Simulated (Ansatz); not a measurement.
# An input for [AlH4]− (SMILES [H][Al-]([H])([H])[H])

[AlH4]− has 5 atoms, charge -1, and is taken as a singlet. SMILES: `[H][Al-]([H])([H])[H]`. The shape comes from GFN2-xTB, which is rough for such elements, and wasn't checked as a minimum.

```xyz
5

Al   -0.0014   -0.0011    0.0000
H     0.0129   -0.0193    1.6271
H     1.5300    0.0130   -0.5529
H    -0.7739    1.3341   -0.5201
H    -0.7675   -1.3267   -0.5541
```

Settings wanted:

```yaml
basis_set: 3-21G
core_potential: none
integral_approximation: none
task: energy
method: DFT
functional: PBE
dispersion: none
reference: RKS
accuracy: high
d_and_f_functions: spherical
```

Question: Give an Ansatz 0.2.0 job that does this.

Answer: One that was run (others would do as well):

in.yaml:
```yaml
crystal:
  periodic: [false, false, false]
  atoms:
    - {symbol: Al, position_ang: [-0.001450, -0.001080, -0.000010]}
    - {symbol: H, position_ang: [0.012860, -0.019320, 1.627070]}
    - {symbol: H, position_ang: [1.530040, 0.013000, -0.552880]}
    - {symbol: H, position_ang: [-0.773910, 1.334120, -0.520140]}
    - {symbol: H, position_ang: [-0.767540, -1.326720, -0.554050]}
basis:
  gaussian:
    orbitals: 3-21G.json
total_charge: -1
magnetization:
  spin_polarized: false
  initial_magnetization: 0
hamiltonian:
  xc: {name: PBE}
accuracy: high
```

```bash
$ ansatz run in.yaml --threads 1 --pin off --max-ram 2610MiB --events-out events.jsonl --progress --plain --runs-dir runs
```

(Basis files named in the input come from the Basis Set Exchange and aren't shown.)

Calculated total energy: -243.31614 Eh. Without diffuse functions the anion is poorly described.
